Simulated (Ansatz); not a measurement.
in.yaml

```yaml
crystal:
  periodic: [false, false, false]
  atoms:
    - {symbol: Al, position_ang: [0.000000, 0.029538, 0.625899]}
    - {symbol: C, position_ang: [0.000000, -0.129052, -1.217778]}
    - {symbol: H, position_ang: [0.000000, 0.747077, -2.243546]}
basis:
  gaussian: {orbitals: 6-31G}
correlation: {active_space: {window: {electrons: 4, orbitals: 2}}}
scf: {lower_state_search: full}
```

```sh
$ ansatz run in.yaml --threads 1 --pin off --events-out ev --progress --plain --max-ram 2393MiB
```

Log:

```
297 factors; integrals over basis functions are off by at most 2.9e-4 eV
mean field evaluation 1: about -7619.6451 eV, gradient 2.1e1 eV
mean field evaluation 2: about -7619.6462 eV, gradient 2.1e1 eV
mean field evaluation 4: about -7621.8249 eV, gradient 3.1e0 eV
mean field evaluation 8: about -7622.1345 eV, gradient 2.2e-1 eV
mean field evaluation 16: about -7622.1455 eV, gradient 2.9e-1 eV
mean field evaluation 32: about -7609.6391 eV, gradient 2.1e1 eV
mean field evaluation 64: about -7622.1355 eV, gradient 2.0e-6 eV
mean field evaluation 96: about -7620.6564 eV, gradient 6.6e0 eV
mean field evaluation 128: about -7621.0953 eV, gradient 7.6e0 eV
mean field -7622.21503572 eV, -280.1112360397 hartree, gradient 4.6e-6 eV, S^2 0.000000; 9 other end points of the search recorded, 0 dependent functions left out
reference -7622.21503572 eV, -280.1112360397 hartree; 10, 10 occupied and 14, 14 virtual orbitals, 297 factors
state -7622.21503572 eV, -280.1112360397 hartree
Total energy: -7622.21503572 eV, -280.1112360397 hartree
```

Natural occupations: 2.0000 2.0000.

Ran on 1 thread of Intel Xeon Platinum 8259CL, shared host: 1.2 s wall, 0.08 GiB peak host memory.
